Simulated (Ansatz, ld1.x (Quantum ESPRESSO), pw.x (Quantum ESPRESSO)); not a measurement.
**Pd: one change to the PAW potential, in the atom and in the fcc crystal**

ld1.x (Quantum ESPRESSO) 7.5 input, shortened:

```
&input
   title='Pd', zed=46., rel=1, dft='PBE', iswitch=3,
   config='[Kr] 4d9 5s0 5p0'
 /
 &inputp
   pseudotype=3, lpaw=.true., tm=.true., lloc=-2, rcloc=2.95,
   nlcc=.true., new_core_ps=.true., rcore=1.35,
   which_augfun='PSQ', rmatch_augfun_nc=.true.
 /
6
5S  1  0   0.00   0.00  1.45  2.05  0.0
5S  1  0   0.00   4.30  1.45  2.05  0.0
5P  2  1   0.00   0.00  2.75  3.30  0.0
5P  2  1   0.00   1.60  2.75  3.30  0.0
4D  3  2   9.00   0.00  1.60  1.80  0.0
4D  3  2   0.00   4.00  1.60  1.80  0.0
 &test
   configts(1)='4d9 5s0 5p0'
 /
```

Change: waves 4d (bound): rcut 1.60, rcutus 2.02 bohr; 4d channel at 4 Ry: rcut 1.60, rcutus 2.02 bohr.

Cutoffs, loose and tight: the cutoffs (Ry, on a coarse ladder) from which the occupation-weighted sum of valence levels, in a spherical-Bessel basis at the reference potential, stays within 10 and 1 mRy of its value at 400 Ry. They do not see the model core or the augmentation charge, which bear on the density cutoff. Test errors are all-electron minus pseudo excitation energies from the reference, over the configurations 4d10 5s0 5p0; 4d8 5s0 5p0; 4d7 5s0 5p0; 4d9 5s0 5p1; 4d6 5s0 5p0; 4d9.5 5s0 5p0; 4d9 5s1 5p0; variants that change the core or the reference have their own tests.

Crystal test: fcc Pd in pw.x 7.5, no spin, 14³ k-points, Fermi–Dirac smearing 0.01 Ry, cutoffs set for each file from its atomic test. The reference is all-electron LAPW (Ansatz 0.2.0) with the same functional, mesh and smearing; V0 and B0 come from Birch–Murnaghan fits to the pressures at five volumes. Errors are pseudo minus all-electron; Δ is the rms difference of the E(V) curves that follow from these fits, minima aligned, over ±6 % about the mean V0. Mesh and smearing are coarse, so the numbers serve the comparison and aren't converged zero-temperature values; the lattice is a test structure that the element need not adopt.

All-electron: a0 = 3.948 Å (V0 = 15.38 Å³/atom), B0 = 165.5 GPa.

**Question.** Does the change bring the crystal closer to the all-electron result?

**Answer.** The mean pressure error goes from +11.20 to +17.07 GPa, so the change moves the solid further from the all-electron pressures. Neither pressure curve crosses zero within the volumes sampled, so no fits are given.

```csv
quantity,base,changed
outcome (atom),generated,generated
"cutoff, loose (atom)",35 Ry,30 Ry
"cutoff, tight (atom)",55 Ry,45 Ry
bound ghosts (atom),none,none
largest test error (meV) (atom),-423 over the solved tests; 2 of 7 tests not solved or not reliable,-1250 over the solved tests; 2 of 7 tests not solved or not reliable
cutoffs in pw.x (Ry),70/560,55/440
mean pressure error (GPa),+11.20,+17.07
```

Base: The largest radius (3.30 bohr) exceeds half the bond length (2.64 bohr), so the spheres overlap, which is one possible source of error among others. This is a poor potential for the solid. Atomic configuration tests: 2 of 7 tests not solved or not reliable. The logarithmic derivative shows an extra or strongly shifted pseudo pole above the reference energy (s near 0.68 Ry). Changed file: The largest radius (3.30 bohr) exceeds half the bond length (2.64 bohr), so the spheres overlap, which is one possible source of error among others. This is a poor potential for the solid. Atomic configuration tests: 2 of 7 tests not solved or not reliable. The logarithmic derivative shows an extra or strongly shifted pseudo pole above the reference energy (s near 0.68 Ry). The atomic cutoffs weigh occupied waves only.
